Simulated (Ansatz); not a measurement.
in.yaml

```yaml
crystal:
  periodic: [false, false, false]
  atoms:
    - {symbol: O, position_ang: [0.000000, 0.000000, 0.000000]}
    - {symbol: P, position_ang: [0.000000, 0.000000, 1.718900]}
basis:
  gaussian: {orbitals: cc-pVDZ}
total_charge: 1
magnetization: {spin_polarized: false, initial_magnetization: 4}
correlation: {method: ccsd_t, electrons: outside_noble_gas}
```

```sh
$ ansatz run in.yaml --threads 1 --pin off --events-out ev --progress --plain --max-ram 4096MiB --backend cpu
```

The program prints:

```
321 factors; integrals over basis functions are off by at most 8.9e-4 eV
mean field evaluation 1: about -11292.2089 eV, gradient 2.6e1 eV
mean field evaluation 2: about -11292.2673 eV, gradient 2.6e1 eV
mean field evaluation 4: about -11294.8254 eV, gradient 2.2e0 eV
mean field evaluation 8: about -11294.8671 eV, gradient 3.3e-1 eV
mean field evaluation 16: about -11294.8808 eV, gradient 8.4e-4 eV
mean field evaluation 32: about -11295.4889 eV, gradient 8.1e-3 eV
mean field evaluation 64: about -11294.8808 eV, gradient 4.2e-6 eV
mean field evaluation 96: about -11290.0265 eV, gradient 2.2e-1 eV
mean field evaluation 128: about -11290.4214 eV, gradient 2.8e0 eV
mean field evaluation 160: about -11294.8797 eV, gradient 2.1e-1 eV
mean field evaluation 192: about -11294.7808 eV, gradient 3.1e0 eV
mean field evaluation 224: about -11294.7822 eV, gradient 2.8e0 eV
mean field evaluation 256: about -11291.1093 eV, gradient 6.0e-3 eV
mean field evaluation 288: about -11281.4006 eV, gradient 4.6e1 eV
mean field evaluation 320: about -11289.1889 eV, gradient 4.6e-4 eV
mean field evaluation 352: about -11294.8807 eV, gradient 5.8e-2 eV
mean field evaluation 384: about -11291.4149 eV, gradient 2.9e-3 eV
mean field evaluation 416: about -11281.1793 eV, gradient 4.6e1 eV
mean field evaluation 448: about -11290.7900 eV, gradient 3.1e-4 eV
mean field evaluation 480: about -11294.8808 eV, gradient 1.4e-4 eV
mean field -11295.48894587 eV, -415.1015624033 hartree, gradient 7.1e-7 eV, S^2 6.000000; 14 other end points of the search recorded, 0 dependent functions left out
mean field evaluation 512: about -11295.2793 eV, gradient 2.0e-3 eV
mean field evaluation 544: about -11295.8743 eV, gradient 4.4e-1 eV
determinant -11295.48894587 eV, -415.1015624033 hartree, with singles and doubles -11301.10006481 eV, -415.3077672212 hartree
determinant -11294.88075598 eV, -415.0792118370 hartree, with singles and doubles -11300.99487233 eV, -415.3039014687 hartree
determinant -11291.10927361 eV, -414.9406124165 hartree, with singles and doubles -11297.17010967 eV, -415.1633440334 hartree
determinant -11290.02678086 eV, -414.9008315417 hartree, with singles and doubles -11295.90727784 eV, -415.1169358197 hartree
determinant -11285.17428103 eV, -414.7225054621 hartree, with singles and doubles -11291.65306846 eV, -414.9605965086 hartree
determinant -11295.48894587 eV, -415.1015624033 hartree, with singles and doubles -11301.10104164 eV, -415.3078031188 hartree
determinant -11294.88075598 eV, -415.0792118370 hartree, with singles and doubles -11300.99479478 eV, -415.3038986189 hartree
6 core orbitals not correlated: weight in the atoms' cores, before any rotation towards them, 1.000 or more for the frozen orbitals, at most 0.000 for the correlated occupied ones
reference -11295.48894587 eV, -415.1015624033 hartree; 7, 3 occupied and 19, 23 virtual orbitals, 321 factors
second order -4.48331105 eV of doubles, -0.19568066 eV of singles
cycle   1  -5.61209235 eV  change    3.4e-6 eV  update   1.9e-6
perturbative correction -0.09447515 eV, -0.0034718977 hartree
Total energy: -11301.19551337 eV, -415.3112748909 hartree
```

For the same geometry and basis UCCSDTQ lies 29.8 meV lower.

Ran on 1 thread of AMD EPYC 7R13, shared host: 3.1 s wall, 0.09 GiB peak host memory.
